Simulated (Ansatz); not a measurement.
## Molecular dynamics, step by step

H$_{3}$O$_{2}$F (SMILES F.OO), singlet, SPW92/def2-SVPD (Ansatz 0.2.0). Settings (timestep in fs, temperature in K, friction in 1/fs; T counts 18 degrees of freedom, while the starting velocities carry no drift of the centre of mass, so T starts below the set value):

```yaml
hamiltonian: {xc: lda}
md: {n_steps: 60, timestep: 0.5, temperature: 300, ensemble: nvt_langevin, seed: 408, friction: 0.01, initial_velocities: maxwell_boltzmann}
```

Start (the SMILES describes the start alone):

```tsv
atom	x (Å)	y (Å)	z (Å)
F1	-0.3497	-0.0695	-2.2550
H2	-0.2712	0.0455	-1.3288
O3	-0.3067	0.2905	0.3782
O4	0.7690	-0.4323	0.9658
H5	-1.0735	-0.1102	0.8082
H6	1.2322	0.2760	1.4316
```

```tsv
step	time (fs)	potential energy less the start (meV)	kinetic energy (meV)	T (K)
0	0.00	0.0	193.9	250
4	2.00	0.6	203.6	263
8	4.00	45.8	163.6	211
12	6.00	52.7	160.5	207
16	8.00	86.6	118.7	153
20	10.00	69.3	109.6	141
24	12.00	68.5	111.7	144
28	14.00	51.6	132.9	171
32	16.00	24.0	182.5	235
36	18.00	38.3	181.9	235
40	20.00	25.3	222.9	287
44	22.00	69.9	162.7	210
48	24.00	50.7	178.4	230
52	26.00	79.2	188.2	243
56	28.00	49.2	252.7	326
60	30.00	59.0	223.5	288
```

Step 20, positions (Å) and forces (eV/Å):

```json
{"atom": "F1", "x": "-0.382", "y": "-0.066", "z": "-2.252", "Fx": "-0.093", "Fy": "-0.095", "Fz": "-0.803"}
{"atom": "H2", "x": "-0.169", "y": "-0.031", "z": "-1.340", "Fx": "0.002", "Fy": "0.172", "Fz": "1.018"}
{"atom": "O3", "x": "-0.328", "y": "0.265", "z": "0.352", "Fx": "1.708", "Fy": "-0.612", "Fz": "0.496"}
{"atom": "O4", "x": "0.839", "y": "-0.399", "z": "0.996", "Fx": "-0.959", "Fy": "0.692", "Fz": "-0.615"}
{"atom": "H5", "x": "-1.019", "y": "-0.301", "z": "0.739", "Fx": "-0.474", "Fy": "-0.144", "Fz": "0.052"}
{"atom": "H6", "x": "1.219", "y": "0.347", "z": "1.517", "Fx": "-0.183", "Fy": "-0.013", "Fz": "-0.147"}
```

Step 24, positions (Å) and forces (eV/Å):

```csv
atom,x,y,z,Fx,Fy,Fz
F1,-0.385,-0.065,-2.252,0.089,-0.072,0.054
H2,-0.178,-0.032,-1.319,-0.161,0.169,0.191
O3,-0.323,0.260,0.353,0.581,-1.347,0.800
O4,0.844,-0.391,0.998,-0.555,1.468,0.018
H5,-1.043,-0.347,0.702,0.582,0.641,-0.368
H6,1.211,0.378,1.541,-0.536,-0.858,-0.694
```

Step 36, positions (Å) and forces (eV/Å):

```
atom       x       y       z      Fx      Fy      Fz
  F1  -0.381  -0.062  -2.247   0.050  -0.049   0.540
  H2  -0.247  -0.009  -1.288   0.043   0.190  -0.311
  O3  -0.295   0.228   0.356   1.260   0.776  -0.804
  O4   0.844  -0.357   1.000  -0.844  -0.606  -0.774
  H5  -1.011  -0.374   0.543  -0.975  -1.064   0.623
  H6   1.098   0.396   1.537   0.466   0.753   0.726
```

Last step (60):

F1  (-0.359, -0.046, -2.231)
H2  (-0.233, 0.233, -1.355)
O3  (-0.270, 0.155, 0.328)
O4  (0.866, -0.283, 0.979)
H5  (-0.948, -0.571, 0.495)
H6  (0.974, 0.346, 1.734)
(Å)

Hardware: 2 CPU threads of an Arm Neoverse V1, shared host. Wall time about 33 s.
